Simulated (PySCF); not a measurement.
## Removing an electron from `C=CCC#N`

C4H5N.
Geometry (PBE0-D3(BJ)/def2-SVP, Å), atoms numbered from 1 in this order:
```
atom  x, y, z in Å
C1    -1.2933   -1.0739    0.0351
C2    -0.2743   -0.4151   -0.5120
C3     0.8469    0.2080    0.2743
C4     0.9562    1.6489    0.0571
N5     1.0366    2.7886   -0.1246
H6    -2.0765   -1.5158   -0.5858
H7    -1.3843   -1.1974    1.1191
H8    -0.2153   -0.3018   -1.6002
H9     1.8135   -0.2436   -0.0110
H10    0.7151    0.0252    1.3526
```

Level: wB97X-D/def2-SVPD (PySCF). Frontier orbitals with their largest atomic shares (Löwdin; up to four atoms above 4 %):

| orbital | ε (eV) | main atoms |
| --- | --- | --- |
| HOMO−3 | -12.39 | N5 78 %, C4 16 % |
| HOMO−2 | -11.47 | N5 43 %, C4 33 %, C3 10 %, C2 5 % |
| HOMO−1 | -11.40 | N5 46 %, C4 34 %, C3 8 % |
| HOMO | -10.18 | ? |
| LUMO | 1.31 | C1 33 %, C2 31 %, C3 7 %, H7 6 % |
| LUMO+1 | 2.14 | C1 19 %, C3 18 %, C4 17 %, C2 12 % |
| LUMO+2 | 2.61 | N5 31 %, C4 27 %, C3 15 %, H10 10 % |

What vertical ionisation energy does ΔSCF give, and how far is −ε(HOMO) from it?

ΔSCF: 10.60 eV (1023 kJ/mol; threshold wavelength 117 nm); ⟨S²⟩ of the doublet left behind is 0.753, against 0.75 for a pure doublet. −ε(HOMO) is 10.18 eV, 0.42 eV below it. For the exact functional −ε(HOMO) would equal the first vertical ionisation energy; wB97X-D (range-separated hybrid) falls short of its own ΔSCF value by 4 %.

On which atoms does the HOMO lie?

C1 (terminal =CH2 carbon) 39 %, C2 (alkene CH carbon) 38 %, C3 (sp3 carbon next to a nitrile) 6 %, so no atom holds as much as 40 %. The HOMO−1 lies 1.22 eV lower.

What kinetic energy would electrons from this vertical process carry with He II light (40.814 eV)?

40.81 − 10.60 = 30.21 eV.

Shift the occupied levels rigidly so that −ε(HOMO) equals the ΔSCF value. What binding energies result?

The shift is +0.42 eV: HOMO 10.60, HOMO−1 11.82, HOMO−2 11.89, HOMO−3 12.81 eV. A rigid shift is only a rough guide to the deeper ionisations.

How many of the 10 lowest singlet excitations (vertical TDDFT, same level) lie below the ionisation energy?

All 10; they run from 7.52 to 8.93 eV.

One conformer (not necessarily the lowest) at the PBE0-D3(BJ)/def2-SVP geometry, without solvent, vibrations or thermal averaging.
